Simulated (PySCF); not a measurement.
## Worked example: entropy of an ideal gas

C2H3, SMILES [CH]=C, multiplicity 2.

Geometry optimised at PBE-D3(BJ)/def2-TZVP. The isomer is the one that the SMILES or the coordinates give; other isomers of the formula were not compared.

PBE-D3(BJ)/def2-TZVP in PySCF 2.14.0 gives the harmonic wavenumbers 680, 783, 882, 1005, 1343, 1617, 2972, 3070, 3178 cm⁻¹ and the rotational temperatures 11.2694, 1.5540, 1.3657 K. The molar mass is 27.05 g/mol, the symmetry number 1, the spin multiplicity 2.

Problem. Work out the entropy at 298.15 K and 1 atm in the rigid-rotor, harmonic-oscillator model.

Solution. 
Translation (Sackur–Tetrode at 1 atm): S = R[1.5 ln M + 2.5 ln T − 1.16487] = 149.9 J/(mol K).
Rotation: q = (√π/σ) T^1.5/√(θA θB θC) = 1870, S = R[ln q + 3/2] = 75.1 J/(mol K).
Vibration: with u = 1.4388 ν/T, each mode gives R[u/(e^u − 1) − ln(1 − e^−u)]:
```tsv
ν (cm⁻¹)	modes	u	S (J/(mol K))
680	1	3.28	1.38
783	1	3.78	0.93
882	1	4.26	0.63
1005	1	4.85	0.38
1343	1	6.48	0.10
1617	1	7.80	0.03
```
The stiffer modes add less than 0.005 each. Sum 3.4 J/(mol K).
Spin: R ln 2 = 5.8 J/(mol K).
Total 234.2 J/(mol K); the program's own thermochemistry gives 234.2. Translation makes up 64 % and vibration 1 %. Anharmonicity, hindered rotation and orbital degeneracy are left out.
